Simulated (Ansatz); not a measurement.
**AlH₂F (built from SMILES [F][AlH2]): functionals against CCSD(T) at one geometry**

The atoms stand at a displaced guess of a reacting structure. How far do the functionals agree with CCSD(T) there?

The runs use Ansatz 0.2.0, Gaussian basis; single points in def2-TZVPP.

Cores are frozen in the correlated methods.

## 1. The starting structure

4 atoms, charge 0, spin multiplicity 1.

Atoms are counted from 1 here; the program's logs count them from 0.

Bond lengths: Al1–F2 2.069 Å, Al1–H3 1.947 Å, Al1–H4 1.538 Å. Angles: F2–Al1–H3 34.2°, F2–Al1–H4 163.7°, H3–Al1–H4 139.4°.

Geometry (Å):

| atom | x (Å) | y (Å) | z (Å) |
| --- | --- | --- | --- |
| Al1 | -0.08270 | -0.00550 | 0.62690 |
| F2 | 1.05670 | 0.41260 | -1.04910 |
| H3 | 0.21200 | -0.39310 | -1.25800 |
| H4 | -1.21420 | -0.05820 | 1.66770 |

## 2. CCSD(T)/def2-TZVPP

run/in.yaml reads:

```yaml
crystal:
  periodic: [false, false, false]
  atoms:
    - {symbol: Al, position_ang: [-0.082700, -0.005500, 0.626900]}
    - {symbol: F, position_ang: [1.056700, 0.412600, -1.049100]}
    - {symbol: H, position_ang: [0.212000, -0.393100, -1.258000]}
    - {symbol: H, position_ang: [-1.214200, -0.058200, 1.667700]}
basis:
  gaussian: {orbitals: def2-TZVPP}
correlation: {method: ccsd_t}
output: {forces: true}
```

No record of the launch command was kept for these runs.

## 3. PBE0-D4/def2-TZVPP

run/in.yaml: that of step 2 with these lines changed.

```diff
@@ -9,3 +9,3 @@
   gaussian: {orbitals: def2-TZVPP}
-correlation: {method: ccsd_t}
-output: {forces: true}
+hamiltonian: {xc: pbe0, dispersion: d4}
+output: {forces: true, orbitals: {seedname: orbitals}}
```

## 4. wB97M-V/def2-TZVPP

run/in.yaml: that of step 3 with these lines changed.

```diff
@@ -9,3 +9,3 @@
   gaussian: {orbitals: def2-TZVPP}
-hamiltonian: {xc: pbe0, dispersion: d4}
-output: {forces: true, orbitals: {seedname: orbitals}}
+hamiltonian: {xc: {name: wB97M-V}}
+output: {forces: true}
```

## 5. r2SCAN-D4/def2-TZVPP

run/in.yaml: that of step 4 with these lines changed.

```diff
@@ -9,3 +9,3 @@
   gaussian: {orbitals: def2-TZVPP}
-hamiltonian: {xc: {name: wB97M-V}}
+hamiltonian: {xc: r2scan, dispersion: d4}
 output: {forces: true}
```

## 6. PBE-D4/def2-TZVPP

run/in.yaml: that of step 5 with these lines changed.

```diff
@@ -9,3 +9,3 @@
   gaussian: {orbitals: def2-TZVPP}
-hamiltonian: {xc: r2scan, dispersion: d4}
+hamiltonian: {xc: pbe, dispersion: d4}
 output: {forces: true}
```

## 7. LC-wPBE/def2-TZVPP

run/in.yaml: that of step 6 with these lines changed.

```diff
@@ -9,3 +9,3 @@
   gaussian: {orbitals: def2-TZVPP}
-hamiltonian: {xc: pbe, dispersion: d4}
+hamiltonian: {xc: {name: LC-wPBE}}
 output: {forces: true}
```

## 8. revPBE-D4/def2-TZVPP

run/in.yaml: that of step 7 with these lines changed.

```diff
@@ -9,3 +9,3 @@
   gaussian: {orbitals: def2-TZVPP}
-hamiltonian: {xc: {name: LC-wPBE}}
+hamiltonian: {xc: {name: revPBE}, dispersion: d4}
 output: {forces: true}
```

(Steps that only read results are left out.)

Q: Predict the outcome of this session. Wanted: energy less free atoms, CCSD(T)/def2-TZVPP; RMS force component; RMS force error; HOMO and LUMO, PBE0-D4; T1 diagnostic.

**Answer**, as computed:

| quantity | value |
| --- | --- |
| energy less free atoms, CCSD(T)/def2-TZVPP | -169.2 kcal/mol |
| RMS force component | 0.837 to 0.944 eV/Å over the methods |
| RMS force error | PBE0-D4 0.192, wB97M-V 0.157, r2SCAN-D4 0.357, PBE-D4 0.373, LC-wPBE 0.325, revPBE-D4 0.410 eV/Å |
| HOMO and LUMO, PBE0-D4 | -5.30 and -2.54 eV |
| T1 diagnostic | 0.023 |

Against CCSD(T) the functionals' energies less atoms differ by -13.5 to +2.1 kcal/mol, PBE-D4 by -13.5 kcal/mol. CCSD(T) in triple zeta still lacks some correlation energy of the bonds, so part of these gaps is its own basis error and they don't rank the functionals. The forces of wB97M-V come nearest to CCSD(T), those of revPBE-D4 are farthest. Frozen-core CCSD(T) forces in triple zeta carry basis errors of their own, and this is one geometry, so small gaps rank nothing. The restricted Hartree–Fock reference is unstable towards an unrestricted one at one or more of these structures.
